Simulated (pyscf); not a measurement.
H₂N–Zr(OH)(F)–F → O=Zr(F)–F + ammonia (NH₃), an elimination (singlet surface; H–O, N–Zr broken, H–N formed). Single points on ωB97X-D3(BJ)/def2-SVP structures (PySCF, gas phase). Energies in eV from the reactant's lowest minimum found.

Small-basis levels: PySCF, no dispersion term, spherical d functions. 

Quick HF/6-31G*+LANL2DZ single points give ΔE‡ = 2.23 eV and ΔE = +2.67 eV. What does ωB97M-D3(BJ)/def2-TZVP give, and how far is the quick result from it?

ωB97M-D3(BJ)/def2-TZVP gives ΔE‡ = 1.66 eV and ΔE = +2.46 eV. HF/6-31G*+LANL2DZ lies 0.57 eV over it in the barrier and 0.20 eV over it in the reaction energy, so on this step it does not hold to within 0.13 eV. ωB97M-D3(BJ)/def2-TZVP has limits of its own. On the product side the descent ends in an adduct with a N–Zr contact, 1.90 eV under the separated species and 0.97 eV under the saddle at ωB97X-D3(BJ)/def2-TZVP. At ωB97M-D3(BJ) the saddle lies under the separated products, which points to a path from their complex (located at ωB97X-D3(BJ) alone), and parting the products costs more than the saddle. What is counted as broken (N–Zr) persists as a longer contact in the product adduct; parting that adduct is a step of its own. At the saddle there is also a short H–Zr contact that neither side keeps. This is the saddle that the search found; another between the same sides may lie lower. In the def2 sets elements past Kr carry core potentials, without spin-orbit coupling.
